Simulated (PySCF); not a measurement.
Core-level binding energies of `C=CC[PH-]`

Species: C3H6P (charge -1).
Z-matrix (Å and degrees, GFN2-xTB geometry), rows numbered from 1:
```
C 
C   1  1.3290
C   2  1.4714  1  125.34
P   3  1.8879  2  107.84  1  -107.79
H   1  1.0807  2  122.35  3   174.05
H   1  1.0797  2  121.53  3    -4.05
H   2  1.0839  1  119.56  3  -174.28
H   3  1.0940  2  112.35  1    13.93
H   3  1.0942  2  111.70  1   137.19
H   4  1.3662  3   93.11  2    62.47
```

Level of theory: delta-SCF UKS SCAN, pcX-2 on the ionised atom, pcseg-1 elsewhere, spin-free X2C (PySCF 2.14.0). Binding energies are ΔSCF values: E(core-ionised, relaxed orbitals) − E(ground state) at a fixed geometry, referred to the vacuum level.

List the computed XPS lines with their assignment.

```json
{"atom(s)": "P4", "environment": "phosphorus bonded to C and H", "level": "P 1s", "binding energy (eV)": "2141.97", "above the level's lowest (eV)": "0.00", "count": "1"}
{"atom(s)": "C3", "environment": "sp3 carbon bound to phosphorus", "level": "C 1s", "binding energy (eV)": "285.28", "above the level's lowest (eV)": "+0.61", "count": "1"}
{"atom(s)": "C1", "environment": "terminal =CH2 carbon", "level": "C 1s", "binding energy (eV)": "284.67", "above the level's lowest (eV)": "0.00", "count": "1"}
```

Lowest listed C 1s: C1, bonded to C (double bond) and 2 H. Highest, 0.61 eV above it: C3, bonded to C, 2 H and P. Summing the Pauling electronegativity differences to the bonded atoms, each weighted by its formal bond order, gives -0.70 for the lowest site and -1.06 for the highest; the largest sum, -0.70, belongs to C1, 0.61 eV below the top. The smallest sum, -1.06, belongs to C3, 0.61 eV above the lowest.

Which photon energy gives electrons from C 1s of C3 a kinetic energy of 200 eV, and what is their de Broglie wavelength?

hν = 285.28 + 200 = 485.28 eV, recoil neglected; λ = 12.264 Å/√(E/eV) = 0.87 Å.

The list is incomplete; no value stands for C 1s of C2 (hole states with ⟨S²⟩ of 1 or more are left out). The species carries charge -1, so core ionisation leaves a neutral species. The basis sets have no added diffuse functions. One conformer (not necessarily the lowest) at the GFN2-xTB geometry, without solvent, vibrations or thermal averaging.
